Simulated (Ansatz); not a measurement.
# The cluster Ti₂S₂: the relaxed shape and its frontier levels

Aim: characterise the cluster Ti₂S₂ as a singlet: its structure, frontier levels and distribution of charge.

Program: Ansatz 0.2.0, Gaussian basis. Level of theory: RKS PBE0-D4/def2-TZVP. These are calculated values, not measurements.

Plan: relaxation at PBE-D4/def2-SVP; a single point at PBE0-D4/def2-TZVP.

3 further runs of the same task are left out: 3 set aside as unsound or not needed. Runs told in other sessions of the task aren't counted.

## (1) The system as given

4 atoms, charge 0, spin multiplicity 1.

Atoms are counted from 1 here; the program's logs count them from 0.

Bond lengths: Ti1–Ti2 2.559 Å, Ti1–S3 2.103 Å, Ti2–S4 2.104 Å. Angles: Ti2–Ti1–S3 120.0°, Ti1–Ti2–S4 119.8°.

As a file:

```xyz
4

Ti   -0.8914    0.3413    0.8508
Ti    0.8714   -0.3040   -0.8877
S    -0.4875    1.8691    2.2385
S     0.5075   -1.9064   -2.2017
```

No spin-orbit coupling is included.

The start is a GFN1-xTB geometry.

## (2) Relaxation at PBE-D4/def2-SVP

in.yaml

```yaml
crystal:
  periodic: [false, false, false]
  atoms:
    - {symbol: Ti, position_ang: [-0.891390, 0.341270, 0.850850]}
    - {symbol: Ti, position_ang: [0.871440, -0.304000, -0.887660]}
    - {symbol: S, position_ang: [-0.487530, 1.869100, 2.238540]}
    - {symbol: S, position_ang: [0.507480, -1.906370, -2.201730]}
basis:
  gaussian: {orbitals: def2-SVP}
hamiltonian: {xc: pbe, dispersion: d4}
scf: {lower_state_search: "off"}
output: {orbitals: {seedname: orbitals}}
relax: {f_tol: 0.02, max_steps: 100}
```

Run with:

```sh
ansatz run in.yaml --threads 4 --pin off --events-out ev --progress --plain --max-ram 4787MiB
```

The runs that follow: Single point, PBE0-D4/def2-TZVP.

Q: Predict the results of all the runs planned. Wanted: point group; commonest bond; HOMO, LUMO at PBE0-D4/def2-TZVP; dipole at PBE-D4/def2-SVP.

**Answer**, as computed:

```
                       quantity                           value
                    point group                             C2v
                 commonest bond  S–Ti, 4 of mean length 2.275 Å
HOMO, LUMO at PBE0-D4/def2-TZVP                 -4.93, -2.02 eV
      dipole at PBE-D4/def2-SVP                          2.95 D
```

**Reading.** The relaxation broke 0 and made 2 bonds, so the end is another structure than the start. No usable vibrations, so a minimum isn't proven. Whether this spin is the lowest isn't tested here.
